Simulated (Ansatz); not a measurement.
## HSiMg, quartet in 6-31G: errors against full CI

Geometry: a point of a stretch scan, not a stationary point.

```xyz
3

Si    0.0000    0.0000   -0.8393
Mg    0.0000    0.0000   -3.3185
H     0.0000    0.0000    4.1577
```

Basis 6-31G; Ansatz 0.2.0. Only valence electrons are correlated (noble-gas cores frozen), which leaves 7 electrons in 18 orbitals. R marks a restricted (for open shells ROHF) determinant, U an unrestricted one. Active spaces: pair = (5e, 5o) about the gap; valence = (7e, 9o) chosen from the atoms' valence shells. The metal's outer-core shells are frozen, which leaves out core–valence correlation.

Full CI is exact within this basis and frozen core; it isn't the basis-set limit. The frozen core follows each run's orbitals, which can shift R against U totals by a few meV.

Unrestricted rows (U) aren't spin-pure: their determinants' ⟨S²⟩ exceeds S(S+1) by up to 0.74, so they mix in states of higher spin. For open shells CISD and CISDTQ are restricted-active-space CI with the open shells as a complete middle space.

- UHF ⟨S²⟩: 4.491
- T1 diagnostic (RCCSD): 0.0597
- largest doubles amplitude (RCCSD): 0.225
- T1 diagnostic (UCCSD): 0.0899

| level | E − E(full CI) (kJ/mol) | share of correlation (%) | wall time |
| --- | --- | --- | --- |
| RHF | 200.2 | 0.00 | – |
| UHF | 135.4 | 32.39 | – |
| RMP2 | 71.3 | 64.41 | – |
| UMP2 | 66.4 | 66.84 | – |
| CISD | 15.0 | 92.49 | 0.87 s |
| RCCSD | 9.6 | 95.19 | – |
| UCCSD | 10.3 | 94.85 | – |
| RCCSD(T) | 3.3 | 98.33 | 1.6 s |
| UCCSD(T) | 4.7 | 97.67 | 2.3 s |
| BCCD(T) | 4.0 | 98.00 | 1.7 s |
| RCCSDT | 0.5 | 99.74 | – |
| UCCSDT | 0.5 | 99.74 | – |
| CISDTQ | 0.2 | 99.91 | 7 s |
| RCCSDT(Q) | 0.1 | 99.95 | 3.8 s |
| UCCSDT(Q) | 0.0 | 100.01 | 5 s |
| RCCSDTQ | 0.0 | 99.99 | 20 s |
| UCCSDTQ | 0.0 | 99.99 | 22 s |
| CASSCF (pair space) | 117.6 | 41.24 | – |
| NEVPT2 (pair space) | 43.5 | 78.28 | 0.48 s |
| MRCISD (pair space) | 10.5 | 94.76 | – |
| MRCISD+Q (pair space) | 3.6 | 98.21 | 0.81 s |
| CASSCF (valence space) | 45.9 | 77.05 | – |
| NEVPT2 (valence space) | 14.1 | 92.97 | 3.2 s |
| MRCISD (valence space) | 0.9 | 99.55 | – |
| MRCISD+Q (valence space) | 0.0 | 100.00 | 4.2 s |

The correlation energy at full CI, counted from RHF, is -2.075 eV. That run took 6.5 s on 1 thread of Intel Xeon, shared host over 331,072 determinants.

Times hold each run's SCF and search for its determinant on a shared host, so for small cases they say little of a method's own cost; they ran on 1 thread of Intel Xeon.

The full-CI state has the irrep A2 of C2v, in the program's axes (one component, if the state is degenerate).

Natural occupations of full CI about the gap: 1.961 1.759 1.000 0.986 0.986 0.203 0.032 0.032 0.016 0.007; effectively unpaired electrons, Σ n²(2−n)², 3.33.
